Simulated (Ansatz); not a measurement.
Reaction: C2H5NO (SMILES NC(C)=O) → C2H4NO (SMILES [CH2]C(N)=O, doublet) + H (doublet) (the C-H bond breaks)
Each species at its own B3LYP-D3(BJ)/def2-TZVP minimum (Ansatz, a quantum-chemistry and plane-wave program), one conformer.

Total energies in hartree (Ansatz). UHF or UKS for unpaired electrons; spin-orbit terms are left out. Cores are frozen in correlated methods. No relativity. Where a partner has so few electrons that a lower coupled-cluster level is exact, that level stands in. The UHF reference of C2H4NO ([CH2]C(N)=O, doublet) is spin-contaminated (<S^2> up to 0.05 over the pure value in the sets run).

```csv
species,HF/cc-pVTZ,CCSD(T)/cc-pVTZ,HF/cc-pVQZ,CCSD(T)/cc-pVQZ,CCSD(T)/cc-pVDZ,CCSDT(Q)/cc-pVDZ
1: C2H5NO (SMILES CC(N)=O),-208.05966,-208.88986,-208.07545,-208.95571,-208.67023,-208.67268
"2: C2H4NO (SMILES [CH2]C(N)=O, doublet)",-207.43226,-208.22277,-207.44786,-208.28729,-208.00921,-208.01203
3: H (doublet),-0.49981,-0.49981,-0.49995,-0.49995,-0.49928,-0.49928
```

Task: Work out the bond dissociation energy (electronic) in kcal/mol: take Hartree-Fock from cc-pVQZ, extrapolate the CCSD(T) correlation energy as X^-3 (X = 3, 4), and add CCSDT(Q) - CCSD(T) in cc-pVDZ. 1 hartree = 627.51 kcal/mol.

Result: 
Species 1: correlation (64·(-0.88026) - 27·(-0.83020))/37 = -0.91679; step -0.00245; E1 = -208.07545 + (-0.91679) + (-0.00245) = -208.99469
Species 2: correlation (64·(-0.83943) - 27·(-0.79051))/37 = -0.87513; step -0.00282; E2 = -207.44786 + (-0.87513) + (-0.00282) = -208.32581
Species 3: correlation (64·(0.00000) - 27·(0.00000))/37 = 0.00000; step +0.00000; E3 = -0.49995 + (0.00000) + (+0.00000) = -0.49995
-1·E1 +1·E2 +1·E3 = 0.16893 hartree = 106.0 kcal/mol.
